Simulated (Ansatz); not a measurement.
# CH₂FSi radical (SMILES C=[Si]F): single points off equilibrium

Aim: energy, forces and dipole at a structure displaced at random from a GFN2-xTB minimum, from CCSD(T) and from density functionals.

Computed with Ansatz 0.2.0, Gaussian basis. Level: single points in def2-TZVPP.

Correlated methods freeze the cores. Orbitals are unrestricted.

### Step 1. The starting structure

SMILES `C=[Si]F`, 5 atoms, charge 0, spin multiplicity 2.

Atoms are counted from 1 here; the program's logs count them from 0.

Bond lengths: C1–Si2 1.802 Å, C1–H4 1.214 Å, C1–H5 0.985 Å, Si2–F3 1.613 Å. Angles: Si2–C1–H4 142.7°, Si2–C1–H5 124.2°, H4–C1–H5 84.6°, C1–Si2–F3 112.6°.

Geometry (Å):

```
C    -0.23550    0.55300   -0.26110
Si    0.22000   -0.53080    1.10450
F     1.42070   -1.53850    0.72240
H    -0.65250    1.66440   -0.51430
H    -0.78340    0.27400   -1.03070
```

### Step 2. CCSD(T)/def2-TZVPP

run/in.yaml

```yaml
crystal:
  periodic: [false, false, false]
  atoms:
    - {symbol: C, position_ang: [-0.235500, 0.553000, -0.261100]}
    - {symbol: Si, position_ang: [0.220000, -0.530800, 1.104500]}
    - {symbol: F, position_ang: [1.420700, -1.538500, 0.722400]}
    - {symbol: H, position_ang: [-0.652500, 1.664400, -0.514300]}
    - {symbol: H, position_ang: [-0.783400, 0.274000, -1.030700]}
basis:
  gaussian: {orbitals: def2-TZVPP}
magnetization: {spin_polarized: true, initial_magnetization: 1}
correlation: {method: ccsd_t}
scf: {omitted_lower_state_checks: [cluster_reference]}
output: {forces: true}
```

The command line of these runs was not kept.

### Step 3. PBE0-D4/def2-TZVPP

Changes to run/in.yaml since step 2:

```diff
@@ -11,4 +11,3 @@
 magnetization: {spin_polarized: true, initial_magnetization: 1}
-correlation: {method: ccsd_t}
-scf: {omitted_lower_state_checks: [cluster_reference]}
-output: {forces: true}
+hamiltonian: {xc: pbe0, dispersion: d4}
+output: {forces: true, orbitals: {seedname: orbitals}}
```

### Step 4. wB97M-V/def2-TZVPP

Changes to run/in.yaml since step 3:

```diff
@@ -11,3 +11,3 @@
 magnetization: {spin_polarized: true, initial_magnetization: 1}
-hamiltonian: {xc: pbe0, dispersion: d4}
-output: {forces: true, orbitals: {seedname: orbitals}}
+hamiltonian: {xc: {name: wB97M-V}}
+output: {forces: true}
```

### Step 5. r2SCAN-D4/def2-TZVPP

Changes to run/in.yaml since step 4:

```diff
@@ -11,3 +11,3 @@
 magnetization: {spin_polarized: true, initial_magnetization: 1}
-hamiltonian: {xc: {name: wB97M-V}}
+hamiltonian: {xc: r2scan, dispersion: d4}
 output: {forces: true}
```

### Step 6. PBE-D4/def2-TZVPP

Changes to run/in.yaml since step 5:

```diff
@@ -11,3 +11,3 @@
 magnetization: {spin_polarized: true, initial_magnetization: 1}
-hamiltonian: {xc: r2scan, dispersion: d4}
+hamiltonian: {xc: pbe, dispersion: d4}
 output: {forces: true}
```

### Step 7. SPW92/def2-TZVPP

Changes to run/in.yaml since step 6:

```diff
@@ -11,3 +11,3 @@
 magnetization: {spin_polarized: true, initial_magnetization: 1}
-hamiltonian: {xc: pbe, dispersion: d4}
+hamiltonian: {xc: lda}
 output: {forces: true}
```

### Step 8. B97M-V/def2-TZVPP

Changes to run/in.yaml since step 7:

```diff
@@ -11,3 +11,3 @@
 magnetization: {spin_polarized: true, initial_magnetization: 1}
-hamiltonian: {xc: lda}
+hamiltonian: {xc: {name: B97M-V}}
 output: {forces: true}
```

(Steps that only read results are left out.)

Q: Predict the outcome of this session. Wanted: energy less free atoms, CCSD(T)/def2-TZVPP; RMS force component; RMS force error; HOMO and LUMO, PBE0-D4; T1 diagnostic.

**Answer**, as computed:

| quantity | value |
| --- | --- |
| energy less free atoms, CCSD(T)/def2-TZVPP | -1604.6 kJ/mol |
| RMS force component | 2.029 to 2.115 eV/Å over the methods |
| RMS force error | PBE0-D4 0.161, wB97M-V 0.098, r2SCAN-D4 0.220, PBE-D4 0.387, SPW92 0.576, B97M-V 0.185 eV/Å |
| HOMO and LUMO, PBE0-D4 | -6.75 and -3.09 eV |
| T1 diagnostic | 0.049 |

What this shows: Against CCSD(T) the functionals' energies less atoms differ by -328.1 to -55.1 kJ/mol, PBE-D4 by -107.2 kJ/mol. A larger basis would deepen the CCSD(T) value, while the functionals are nearly converged already, so the order here is not reliable. For forces wB97M-V does best and SPW92 worst. Frozen-core CCSD(T) forces in triple zeta carry basis errors of their own, and this is one geometry, so small gaps rank nothing. The T1 diagnostic is large here, over the usual mark for main-group molecules (transition-metal compounds often pass it harmlessly), so CCSD(T) itself may be off. The unrestricted reference is spin-contaminated, which hurts MP2 most.
